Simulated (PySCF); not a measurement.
# HN: the cost of one run

Computed with PySCF 2.14.0, with density-fitted response routines of our own, on a single molecule in the gas phase. Atoms are numbered from 0 throughout.

## (1) Starting geometry

2 atoms, charge 0, multiplicity 3; geometry from: GFN2-xTB.

Bonds of the start (Å): N0–H1 1.02.

## (2) Optimising the geometry at PBE0-D3(BJ)/def2-TZVP

The job: settings as JSON, then the geometry in Å.

```
{"job": {"xc": "PBE0", "basis": "def2-TZVP", "d3": "d3bj", "grid": 2, "kind": "geom"}, "charge": 0, "multiplicity": 3}
N      0.000000     0.000000     0.000000
H      0.000000     0.000000     1.022880
```

Q: Estimate the wall time of this first job on 1 thread of Intel Xeon Platinum 8375C at 2.90GHz (Ice Lake), shared host.

About 1.7 s.
